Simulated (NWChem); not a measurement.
Dipole moment of sulfur dioxide (O$_{2}$S)

```
S
O 1 1.4543
O 1 1.4543 2 118.58
```
Charge 0, spin multiplicity 1.

The numbers come from NWChem runs, not from measurements. Structure: optimised with PBE0/def2-SVP, a minimum by its harmonic frequencies.

Basis set: 6-31G*. The CCSD dipole comes from the Λ equations, without orbital relaxation.

| method | dipole moment (D) | difference from CCSD |
|---|---|---|
| HF | 2.36 | +0.46 |
| B3LYP | 1.79 | -0.12 |
| BHandHLYP | 2.03 | +0.13 |
| PBE | 1.57 | -0.33 |
| CCSD | 1.90 | 0.00 |

The values span 0.79 D, from PBE (lowest) to HF (highest). 

The correlated methods keep 7 core orbitals frozen. B3LYP has NWChem's definition, with VWN1-RPA local correlation. The Pople sets run with spherical d functions. No row is a measurement; the coupled-cluster row has its own basis-set and correlation limits.
